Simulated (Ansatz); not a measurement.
`C/N=C(/N)F`, 10 atoms. The species carries charge 0 and has multiplicity 1. All runs use 4 threads of an Intel Xeon Platinum 8488C on a shared host. Correlated methods freeze the cores.

**Question.** Give the basis size and wall time and peak host memory of each of these runs in Ansatz. RKS PBE0-D4/def2-QZVPP energy; RKS SPW92 (LDA)/def2-TZVPP energy; RKS ωB97M-V/def2-QZVPP energy; RHF-CCSD(T)/def2-TZVPP energy; RKS PBE0-D4/def2-SVP energy; RKS LC-ωPBE/def2-TZVPP energy; RHF-MP2/def2-QZVPP energy; RKS ωB97M-V/def2-SVP energy; direct RPA on PBE orbitals/def2-TZVPP energy; RKS r2SCAN0-D4/def2-TZVPP energy; RKS PBE0-D4/def2-TZVP frequencies; RKS CAM-B3LYP-D4/def2-TZVPP energy. (Estimate.)

**Answer.** The calculation gave: Other jobs shared the machine, so times are rough.

| level | job | functions | wall time | peak host memory (GiB) |
| --- | --- | --- | --- | --- |
| RKS PBE0-D4/def2-SVP | energy | 95 | 0.55 s | 0.2 |
| RKS SPW92 (LDA)/def2-TZVPP | energy | 225 | 0.75 s | 0.25 |
| RKS LC-ωPBE/def2-TZVPP | energy | 225 | 1.4 s | 0.34 |
| RKS ωB97M-V/def2-SVP | energy | 95 | 1.6 s | 0.27 |
| RKS CAM-B3LYP-D4/def2-TZVPP | energy | 225 | 1.7 s | 0.5 |
| RKS r2SCAN0-D4/def2-TZVPP | energy | 225 | 2.7 s | 0.46 |
| direct RPA on PBE orbitals/def2-TZVPP | energy | 225 | 2.9 s | 0.5 |
| RKS PBE0-D4/def2-QZVPP | energy | 435 | 3.4 s | 1.2 |
| RKS ωB97M-V/def2-QZVPP | energy | 435 | 8 s | 1.4 |
| RHF-MP2/def2-QZVPP | energy | 435 | 12 s | 2.3 |
| RHF-CCSD(T)/def2-TZVPP | energy | 225 | 56 s | 4 |
| RKS PBE0-D4/def2-TZVP | frequencies | 185 | 72 s | 0.42 |

LC-ωPBE has ω = 0.4 bohr⁻¹.
